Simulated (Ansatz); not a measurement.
# CH3S2 radical: a ladder of functionals and wavefunction methods

The task here is to estimate one member of a computed series from the others.

Computed with Ansatz 0.2.0, Gaussian basis. Level: functionals in def2-TZVPP, the program's frozen cores in correlated methods.

Levels to be run: LDA (SPW92), PBE-D4, revPBE-D4, BLYP-D4, r2SCAN-D4, B97M-V, PBE0-D4, B3LYP-D4, r2SCANh-D4, r2SCAN0-D4, HSE06-D4, BHLYP-D4, CAM-B3LYP-D4, LC-ωPBE, ωB97X-V, ωB97M-V, B2PLYP, PBE-QIDH; CCSD(T)/def2-SVP; CCSD(T)/def2-TZVPP; CCSD(T)/def2-QZVPP; extrapolation to the limit.

## The geometry

All runs share one geometry, relaxed beforehand with PBE0-D4 in a triple-zeta def2 set.

SMILES `CS[S]`, 6 atoms, charge 0, spin multiplicity 2.

Atoms are counted from 1 here; the program's logs count them from 0.

Bond lengths: C1–S2 1.804 Å, C1–H4 1.092 Å, C1–H5 1.089 Å, C1–H6 1.089 Å, S2–S3 1.944 Å. Angles: S2–C1–H4 107.3°, S2–C1–H5 109.6°, S2–C1–H6 109.6°, H4–C1–H5 110.1°, H4–C1–H6 110.1°, H5–C1–H6 110.1°, C1–S2–S3 106.2°.

The first run:

in.yaml reads:

```yaml
crystal:
  periodic: [false, false, false]
  atoms:
    - {symbol: C, position_ang: [-0.338506, 0.445014, -0.186914]}
    - {symbol: S, position_ang: [0.027665, -0.841363, 1.023310]}
    - {symbol: S, position_ang: [1.608041, -1.765404, 0.369652]}
    - {symbol: H, position_ang: [-1.223730, 0.978447, 0.164757]}
    - {symbol: H, position_ang: [0.505756, 1.129529, -0.260414]}
    - {symbol: H, position_ang: [-0.537127, -0.010223, -1.156491]}
basis:
  gaussian: {orbitals: def2-TZVPP}
magnetization: {spin_polarized: true, initial_magnetization: 1}
hamiltonian: {xc: lda}
output: {orbitals: {seedname: orbitals}}
```

Run with:

```console
$ ansatz run in.yaml --threads 2 --pin off --events-out ev --progress --plain --max-ram 32768MiB --backend cpu
```

Among the steps run: LDA; PBE-D4 (GGA); revPBE-D4 (GGA); BLYP-D4 (GGA); r2SCAN-D4 (meta-GGA); B97M-V (meta-GGA); B3LYP-D4 (hybrid); r2SCANh-D4 (hybrid); r2SCAN0-D4 (hybrid); HSE06-D4 (hybrid); BHLYP-D4 (hybrid); CAM-B3LYP-D4 (range-separated); LC-ωPBE (range-separated); ωB97X-V (range-separated); ωB97M-V (range-separated); B2PLYP (double hybrid); PBE-QIDH (double hybrid).

One table of the session follows, with a row left open; its other results are not shown here.

It belongs to the step «Orbital energies across the functionals». 

```
  functional  HOMO (eV)  LUMO (eV)  gap (eV)
 LDA (SPW92)      -5.31      -4.54      0.77
      PBE-D4      -5.30      -4.25      1.05
   revPBE-D4      -5.27      -4.18      1.09
     BLYP-D4      -5.12      -4.14      0.98
   r2SCAN-D4      -5.65      -4.08      1.57
      B97M-V      -5.55      -4.20      1.34
     PBE0-D4          ?          ?         ?
    B3LYP-D4      -6.29      -3.59      2.69
  r2SCANh-D4      -6.12      -3.72      2.40
  r2SCAN0-D4      -6.83      -3.18      3.65
    HSE06-D4      -6.18      -3.72      2.46
    BHLYP-D4      -7.69      -2.31      5.37
CAM-B3LYP-D4      -7.85      -2.24      5.62
     LC-ωPBE      -9.29      -1.06      8.23
     ωB97X-V      -8.82      -1.29      7.53
     ωB97M-V      -8.50      -1.42      7.07
```

**Question.** Estimate the row for PBE0-D4.

The run gave: HOMO (eV): -6.58; LUMO (eV): -3.34; gap (eV): 3.24. In the column «HOMO (eV)» it lies between r2SCAN0-D4 (-6.83) and B3LYP-D4 (-6.29).
